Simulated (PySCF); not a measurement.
An unknown is described by computed data only.

Formula: C3HFO.

- 1H NMR: chemical shifts (computed TMS as zero) by class: 6.70 (1 H) ppm [GIAO PBE0/pcSseg-1]
- 13C NMR: chemical shifts (computed TMS as zero) by class: 177.0 (1 C), 142.2 (1 C), 136.9 (1 C) ppm [GIAO PBE0/pcSseg-1]
- Triplet: lowest triplet excitation (Tamm–Dancoff): 4.42 eV [TDA PBE0/def2-SVPD]
- Rotational structure: rotational constants A, B, C: 15.313, 3.891, 3.103 GHz [GFN2-xTB]
- UV, strongest line: among the 6 lowest singlet transitions: S6 at 7.86 eV (158 nm, f = 0.077) [TDDFT PBE0/def2-SVPD]
- Polarisability: 35.7 au [PBE0/def2-SVPD]
- Dipole: 3.49 D [PBE0/def2-SVPD]
- UV, first state: lowest singlet excitation: 4.98 eV (249 nm, f = 0.001) [TDDFT PBE0/def2-SVPD]
- NMR, other nuclei: isotropic shieldings of nuclei other than C and H, by class: 30 (1 O), 228 (1 F) ppm [GIAO PBE0/pcSseg-1]

The electronic properties come from PySCF, for the isolated species, density fitting. Levels stand in brackets. NMR shifts are as computed; neighbouring signals can stand in another order in a measured spectrum. Geometry: GFN2-xTB; no solvent, vibrations or thermal averaging. Each NMR value is the plain mean over a class of atoms that symmetry, rotation or inversion makes alike.

Problem. Give a SMILES that accounts for the data.

Solution. Numbering: `[O:1]=[c:2]1[cH:3][c:4]1[F:5]`. Its formula, C3HFO, gives 3 degrees of unsaturation: 1 ring and 2 π bonds in the structure found (Kekulé form). 3 carbons fall into 3 classes; from least to most shielded: unsaturated ring carbon [C4] (177.0 ppm), ring carbonyl carbon [C2] (142.2 ppm), unsaturated ring CH carbon [C3] (136.9 ppm). The one hydrogen (6.70 ppm): hydrogen on carbon. The other shieldings belong to: 30 ppm, carbonyl oxygen [O1]; 228 ppm, fluorine bonded to C [F5]. S1 is mainly HOMO→LUMO (weight 0.98); the largest Löwdin shares of the orbital it empties are 0.54 on the carbonyl oxygen, 0.15 on the ring carbonyl carbon, 0.13 on the unsaturated ring carbon and 0.11 on the unsaturated ring CH carbon, of the orbital it fills 0.41 on the unsaturated ring CH carbon, 0.31 on the unsaturated ring carbon, 0.09 on the ring carbonyl carbon and 0.09 on the hydrogen on carbon. The optimised geometry has point group Cs and is an asymmetric top. Structure: `O=c1cc1F`. The assignments are read from this structure; whether some other isomer fits the data as well wasn't checked.
